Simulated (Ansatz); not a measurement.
Compare A (`CC(F)(F)CF`) with its isomer B (`CC(F)C(F)F`).

Program: Ansatz. Geometries: PBE0-D4/def2-TZVP. ΔE: electronic, gas phase. CCSD(T)/CBS is the MP2 limit (def2-TZVPP, def2-QZVPP) plus CCSD(T) − MP2 in def2-TZVPP, frozen cores. DFT in def2-TZVPP. B3LYP here is the variant with VWN-RPA as its local correlation; programs differ in this. Each species was taken in one conformer, which may not be the lowest.

Which is lower in electronic energy at CCSD(T)/CBS, and by how much? (Estimate.)

The calculation gave: A, by 2.3 kcal/mol.

Give E(B) − E(A) in kcal/mol with HF/def2-TZVPP, B3LYP-D4, CCSD/def2-TZVPP, CCSD(T)/def2-TZVPP, CCSD(T)/def2-SVP, BLYP-D4, MP2/def2-TZVPP. (An estimate is asked.)

The calculation gave: HF/def2-TZVPP 2.2, B3LYP-D4 2.1, CCSD/def2-TZVPP 2.1, CCSD(T)/def2-TZVPP 2.1, CCSD(T)/def2-SVP 2.2, BLYP-D4 2.0, MP2/def2-TZVPP 2.1. None reverses the order clearly.

Does the order hold for the free energy at 298.15 K (harmonic terms from PBE0-D4)? (Estimate.)

The calculation gave: Yes: G(B) − G(A) = +2.5 kcal/mol, for one conformer each.

Largest T1 diagnostic: 0.011.

Leaving LDA and LC-ωPBE aside and taking each functional with its dispersion term where it has one, the values, not all of them listed here, spread over 0.7 kcal/mol, from revPBE-D4 to B97M-V.
